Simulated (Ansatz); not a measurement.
Rutile TiO2 was calculated with PBE (Ansatz, an electronic-structure program, plane waves, PAW).

Settings: plane-wave cutoff 520 eV, 8×8×12 k mesh (along the axes of the cell as run), Fermi–Dirac smearing 0.01 eV, no spin polarisation, scalar-relativistic PAW data made under PBE.

The volume scan:

```
V (Å³/atom)  E − E_lowest (meV/atom)  P (GPa)
-----------  -----------------------  -------
10.225                         11.73     9.21
10.438                          2.81     4.32
10.651                          0.00     0.00
10.864                          2.58    -3.79
11.077                          9.85    -7.07
```

Question: Estimate the bulk modulus from the pressures at 10.438 and 10.864 Å³/atom, and compare it with a fit to all energies.

Answer: B = −V dP/dV. Between V = 10.438 and 10.864 Å³/atom, dP/dV = (-3.79 − (4.32))/(10.864 − 10.438) = -19.0 GPa per Å³/atom; at the midpoint 10.651 Å³/atom this gives B ≈ 203 GPa. The third-order Birch–Murnaghan fit gives V0 = 10.651 Å³/atom, B0 = 202 GPa, B′ = 5.6, which lies within 1 % of that estimate.

Shape and atoms are relaxed at each volume.

Measured, for comparison: bulk modulus 212 ± 1 GPa (room temperature, not corrected to a static lattice, adiabatic, from measured elastic constants, our sources range from 210 to 239; as tabulated in Elasticity of TiO2 rutile to 1800 K). Computed (rounded) less measured: bulk modulus not scored (sources differ).

Note: the bulk modulus comes from volumes at which shape and atoms were relaxed.

Computed values are for the static lattice.
